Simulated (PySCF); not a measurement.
Isomers of C5H6. Computed with TDDFT B3LYP/def2-SVPD, vertical, gas phase, core orbitals frozen in the response in PySCF 2.14.0, density-fitted response routines. Geometries: GFN2-xTB; one conformer of each isolated species. Triplets are in the Tamm–Dancoff approximation.

A. `C=C=CC=C`
B. `C#CCC=C`
C. `C1C23CC12C3`

Lowest singlet levels (six at most, fewer where fewer were computed) with oscillator strengths:

1. 196 nm (f 0.001); 191 nm (f 0.064); 182 nm (f 0.001); 176 nm (f 0.014); 173 nm (f 0.012); 172 nm (f 0.070); T1 4.57 eV
2. 173 nm (f 0.000); 165 nm (f 0.318); 158 nm (f 0.025 summed over 2 states); 157 nm (f 0.053 summed over 2 states); 151 nm (f 0.078) [of 8 roots; the last level is left out, as the window may have cut its degenerate partner]; T1 4.52 eV
3. 238 nm (f 0.000); 224 nm (f 0.000); 214 nm (f 0.778); 197 nm (f 0.002); 183 nm (f 0.010); 179 nm (f 0.002); T1 3.38 eV

Task: Which spectrum belongs to which structure?

Result: 1 = B, 2 = C, 3 = A.
- A: S1 at 5.22 eV, HOMO→LUMO+1 (90%); Löwdin shares by element: HOMO carbon 84% or more (atoms not listed hold the other 17%); LUMO carbon 77% or more (atoms not listed hold the other 23%); HOMO -6.51 and LUMO -0.90 eV; point group Cs, 2 of its 6 listed states under f = 0.0005.
- B: S1 at 6.33 eV, HOMO-1→LUMO (82%); Löwdin shares by element: HOMO carbon 85% or more (atoms not listed hold the other 15%); LUMO carbon 69% or more, hydrogen 6% or more (atoms not listed hold the other 25%); HOMO -7.41 and LUMO -0.17 eV.
- C: S1 at 7.16 eV, HOMO→LUMO+1 (100%); Löwdin shares by element: HOMO carbon 90% or more; LUMO carbon 84% or more (atoms not listed hold the other 16%); HOMO -7.38 and LUMO -0.17 eV; point group D3h, 1 of its 7 listed states under f = 0.0005.
